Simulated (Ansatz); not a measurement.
Basis-set series for C4H4O, SMILES `C=C1CC1=O`. Charge 0, multiplicity 1. All single points use the PBE0-D4/def2-TZVP geometry.

```
atom   x (Å)   y (Å)   z (Å)
  C1   0.228   1.427  -0.676
  C2   0.144   0.218  -0.153
  C3  -0.704  -0.759   0.627
  C4   0.665  -1.078   0.127
  O5   1.539  -1.887   0.050
  H6   1.119   1.739  -1.210
  H7  -0.585   2.141  -0.589
  H8  -1.561  -1.214   0.132
  H9  -0.845  -0.588   1.694
```

```csv
functional,basis,functions,energy (Eh),HOMO (eV),LUMO (eV)
PBE0-D4,def2-TZVPP,211,-229.77925,-7.11,-2.28
PBE0-D4,def2-QZVPP,405,-229.79136,-7.14,-2.32
ωB97M-V,def2-TZVPP,211,-229.95437,-9.45,-0.12
ωB97M-V,def2-QZVPP,405,-229.96561,-9.47,-0.19
```

Problem. Give the rows for def2-SVP. (An estimate is asked.)

Solution. Ansatz gave: 
```
functional     basis  functions  energy (Eh)  HOMO (eV)  LUMO (eV)
   PBE0-D4  def2-SVP         90   -229.52398      -7.00      -2.14
   ωB97M-V  def2-SVP         90   -229.68911      -9.32       0.07
```
